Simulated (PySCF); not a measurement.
Estimate the missing entries of this data sheet.

Species: 1,3-butanediamine, C₄H₁₂N₂.
Geometry (GFN2-xTB, Å), atoms numbered from 1 in this order:
```xyz
18
C4H12N2 angstrom
C     -1.6918    0.7503    0.2586
C     -0.9355   -0.2573   -0.6156
N     -1.6183   -1.5404   -0.7238
C      0.4774   -0.5240   -0.0890
C      1.4316    0.6547   -0.2591
N      2.7472    0.2930    0.2469
H     -1.1944    1.7157    0.2569
H     -1.7483    0.3893    1.2843
H     -2.7054    0.8883   -0.1161
H     -0.8639    0.1430   -1.6352
H     -1.6981   -1.9635    0.1958
H     -2.5586   -1.4114   -1.0826
H      0.4347   -0.7900    0.9684
H      0.8753   -1.3840   -0.6319
H      1.0866    1.5081    0.3305
H      1.4417    0.9590   -1.3205
H      3.3931    1.0678    0.1405
H      3.1181   -0.4923   -0.2787
```

```json
{"property": "point group of the GFN2-xTB geometry", "level": "GFN2-xTB", "value": "C1"}
{"property": "rotational constants A, B, C of the GFN2-xTB geometry", "level": "GFN2-xTB", "value": "6.975, 1.748, 1.508 GHz"}
{"property": "dipole moment", "level": "B3LYP/def2-SVPD", "value": "1.27 D"}
{"property": "HOMO energy", "level": "B3LYP/def2-SVPD", "value": "-6.61 eV"}
{"property": "LUMO energy", "level": "B3LYP/def2-SVPD", "value": "0.45 eV"}
{"property": "lowest singlet excitation", "level": "TDDFT B3LYP/def2-SVPD", "value": "6.06 eV (205 nm, f = 0.004)"}
{"property": "strongest line among the 8 lowest singlet transitions", "level": "TDDFT B3LYP/def2-SVPD", "value": "?"}
{"property": "lowest triplet excitation (Tamm–Dancoff)", "level": "TDA B3LYP/def2-SVPD", "value": "?"}
{"property": "static isotropic polarisability", "level": "B3LYP/def2-SVPD", "value": "70.0 au"}
{"property": "electronic spatial extent ⟨r²⟩ about the centre of nuclear charge", "level": "B3LYP/def2-SVPD", "value": "?"}
{"property": "13C chemical shifts (computed TMS as zero) by class", "level": "GIAO PBE0/pcSseg-1", "value": "50.2 (C2), 47.4 (C5), 46.3 (C4), 29.6 (C1) ppm"}
{"property": "1H chemical shifts (computed TMS as zero) by class", "level": "GIAO PBE0/pcSseg-1", "value": "3.08 (H16), 2.75 (H15), 2.54 (H10), 1.77 (H14), 1.32 (H13), 1.02 (H7/H8/H9), 0.63 (H11/H12), 0.56 (H17/H18) ppm"}
{"property": "isotropic shieldings of nuclei other than C and H, by class", "level": "GIAO PBE0/pcSseg-1", "value": "?"}
```

The electronic properties come from PySCF, for the isolated species, density fitting. NMR classes are plain means over equivalent atoms (diastereotopic ones count apart unless rotation or inversion swaps them), as if these changed places fast; in this geometry the members of some classes differ.

Q: What is the strongest line among the 8 lowest singlet transitions?

A: S2 at 6.07 eV (204 nm, f = 0.041).

Q: The electronic spatial extent ⟨r²⟩ about the centre of nuclear charge?

A: 841 bohr².

Q: Give the lowest triplet excitation (Tamm–Dancoff).

A: 5.79 eV.

Q: Give the isotropic shieldings of nuclei other than C and H, by class.

A: 204 (N3), 229 (N6) ppm.

The polarisability is 10.37 Å³ as a volume (1 au = 0.148185 Å³), or 1.40 au for each of the 50 electrons. With B = h/(8π²I), that is 505.379 GHz u Å² over I, the principal moments of inertia are 72.5, 289.1 and 335.2 u Å² (most abundant isotopes). The rotational constants make it an asymmetric top with κ = (2B − A − C)/(A − C) = -0.91, nearer the prolate limit (−1). No computed singlet falls in the visible range (750 to 380 nm, 1.65 to 3.26 eV); S1 lies 2.80 eV above its blue end. The vertical singlet–triplet gap S1 − T1 is 0.27 eV (TDDFT singlet less Tamm–Dancoff triplet). The principal polarisabilities are 62.1, 68.1 and 79.8 au; their mean is the isotropic value.

For the NMR shielding job (PBE0/pcSseg-1), hardware: one thread, Arm Neoverse V2 (aarch64), shared host with 96 logical CPUs at a one-minute load of 66. Cost: 19 s (grids of density and orbitals included), 0.74 GiB resident at most.

One conformer stands for the species.
